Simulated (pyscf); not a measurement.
Optimised with ωB97X-D3(BJ)/def2-SVP in PySCF.

Q: Estimate by transition-state theory the rate constant of `[SiH3][S][SiH3]` + `[FH]` -> `[F][SiH3]` + `[SiH3][SH]` (singlet surface; S–Si, F–H broken, F–Si, H–S formed) at 600 K, with ωB97M-D3(BJ)/def2-TZVP energies (ideal gas, 1 atm, RRHO with modes under 100 cm⁻¹ raised to 100, one conformer, R ln 2 for chiral ones without a mode under 150 cm⁻¹; no tunnelling).

A: The electronic barrier is 23.3 kcal/mol and the thermal terms add +18.1, so ΔG‡ = 41.4 kcal/mol. With k_BT/h = 1.25e+13 s⁻¹ and RT = 1.192 kcal/mol, and a volume of 8.18e-20 cm³ per molecule at 1 atm, k = 8.8e-22 cm³ molecule⁻¹ s⁻¹. Wigner's tunnelling factor for 887i cm⁻¹ would be 1.19. A shift of 1 kcal/mol in the barrier changes k by a factor 2.3. On the reactant side the descent ends in a complex, 5.8 kcal/mol under the separated species and 30.1 kcal/mol under the saddle at ωB97X-D3(BJ)/def2-TZVP. This is the saddle that the search found; another between the same sides may lie lower.
